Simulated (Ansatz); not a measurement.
**What a trial cell of GaGe2 relaxes into**

The calculation used DFT r2SCAN, scalar-relativistic, plane waves, PAW (Ansatz 0.2.0). Cutoff 500 eV, Γ-centred k mesh, Gaussian smearing, no spin polarisation in the final step.

GaGe2 was placed on the AlB2 structure type (P6/mmm, No. 191), with Ga in place of Al, Ge in place of B, at a guessed volume.

```
Ga Ge
1.0
     3.76110    0.00000    0.00000
    -1.88055    3.25721    0.00000
     0.00000    0.00000    4.06099
Ga Ge
1 2
Direct
  0.00000 0.00000 0.00000
  0.33333 0.66667 0.50000
  0.66667 0.33333 0.50000
```

Steps on the 6×6×4 mesh (3 atoms). 6 of 6 steps are shown, and the free energy counts from the last. Trial steps that were taken back and renewals of the plane-wave basis can be among the rows.

```
step  ΔF (meV/atom) V (Å³/atom) P (GPa)
   1          499.4        16.58    33.04
   2          165.4        18.59    15.16
   3           24.7        20.38     4.40
   4            3.1        21.81    -0.55
   5            2.3        21.72     0.05
   6            0.0        21.72     0.05
```

Steps on the 12×12×10 mesh (3 atoms). 7 of 8 steps are shown, and the free energy counts from the last.

| step | ΔF (meV/atom) | V (Å³/atom) | P (GPa) |
| --- | --- | --- | --- |
| 1 | 9.6 | 21.72 | 0.67 |
| 2 | 4.0 | 21.65 | 0.14 |
| 3 | 0.6 | 21.09 | 0.22 |
| 4 | 0.1 | 21.04 | -0.10 |
| 5 | 0.6 | 20.69 | -0.02 |
| 6 | -0.1 | 20.92 | -0.02 |
| 8 | 0.0 | 20.88 | -0.01 |

A final relaxation ran on a 12×12×10 mesh. The relaxed crystal, P6/mmm (No. 191):

Space group P6/mmm (No. 191). a = 4.349 Å, b = 4.349 Å, c = 3.824 Å, α = 90.00°, β = 90.00°, γ = 120.00°
```
atom site symmetry x y z
  Ga    1a     6/mmm  0.0000  0.0000  0.0000
  Ge    2d      -6m2  0.3333  0.6667  0.5000
```

| Quantity | Value |
| --- | --- |
| Volume per atom | 20.88 Å³ |
| Density | 5.70 g/cm³ |
| Energy over the elements | 0.49 eV/atom |
| Gap on the 12×12×10 mesh | 0 eV (a metal) |

Formation energies are uncorrected and refer to the elements' standard structures at the same level.

The final run used a 12×12×10 mesh on its 3-atom cell and 0.10 eV smearing. The k mesh leaves about 4 meV/atom of noise in metals.

A structure relaxed within its symmetry needn't be a true minimum.